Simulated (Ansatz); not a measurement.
Electronic dielectric constant ε∞ along a series of related solids, from r²SCAN (Ansatz, a program for electronic structure, plane waves, PAW).

```
solid                               r²SCAN  measured
----------------------------------  ------  --------
zinc-blende GaN (metastable phase)    5.50      5.3‡
zinc-blende GaP                       9.36     9.11‡
zinc-blende GaAs                      11.6     10.9‡
zinc-blende GaSb                      15.6     14.4‡
```

r²SCAN less measured, from the printed values: zinc-blende GaN (metastable phase)‡ +3.8 %, zinc-blende GaP‡ +2.7 %, zinc-blende GaAs‡ +6.4 %, zinc-blende GaSb‡ +8.3 %.

A member of the series is missing where a level wasn't run or failed, where a doubt is noted on the run or the magnetic state, for phases of high temperature or layered ones, and where values are held back for tests.

Spin–orbit coupling is left out, also for the solids with elements from indium on (zinc-blende GaSb); its size isn't shown.

Each level is taken at its own relaxed cell. Ansatz's density-functional and Hartree–Fock values are scalar-relativistic unless marked +SOC, with PAW data made under PBE.

Measured values are for low temperature or corrected to a static lattice; ‡ marks uncorrected values at room or unstated temperature. References as tabulated in Skelton et al. (2020), arXiv:2005.00277; Skone et al. (2014), arXiv:1501.03184; Rakita et al. (2019), arXiv:1907.03971.
